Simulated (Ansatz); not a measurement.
C$_{4}$H$_{6}$ClF, SMILES `C[C@@]1(Cl)C[C@H]1F`. Charge 0, multiplicity 1. Geometry: relaxed with PBE0-D4/def2-TZVP.

```xyz
12

C    -1.421   -0.069    0.364
C     0.057   -0.301    0.396
Cl    0.584   -1.295    1.756
C     0.835   -0.445   -0.884
C     1.005    0.764   -0.029
F     0.486    1.942   -0.471
H    -1.952   -1.014    0.236
H    -1.678    0.594   -0.464
H    -1.756    0.397    1.292
H     1.650   -1.155   -0.928
H     0.266   -0.325   -1.798
H     1.923    0.907    0.529
```

(1) What is the dipole moment at PBE/def2-TZVPP? (Best estimate.)

(2) And with r2SCAN, B3LYP, ωB97M-V? (Estimate.)

(3) Give the Mulliken charges with PBE, ωB97M-V, B3LYP in def2-TZVPP. (Estimate.)

Results:

(1) Ansatz gave: 1.07 D, with components (-0.17, -0.35, -0.99) D in this frame, pointing from negative to positive charge.

(2) Computed: r2SCAN 1.14 D, B3LYP 1.09 D, ωB97M-V 1.08 D.

(3) The calculation gave: 
```tsv
atom	PBE	ωB97M-V	B3LYP
C1	-0.23	-0.27	-0.22
C2	0.15	0.04	0.14
Cl3	-0.15	-0.11	-0.16
C4	-0.18	-0.20	-0.20
C5	0.08	0.11	0.12
F6	-0.19	-0.22	-0.23
H7	0.09	0.12	0.09
H8	0.08	0.09	0.09
H9	0.09	0.11	0.09
H10	0.09	0.11	0.10
H11	0.08	0.11	0.09
H12	0.08	0.10	0.10
```

B3LYP here is the variant with VWN-RPA as its local correlation; programs differ in this.
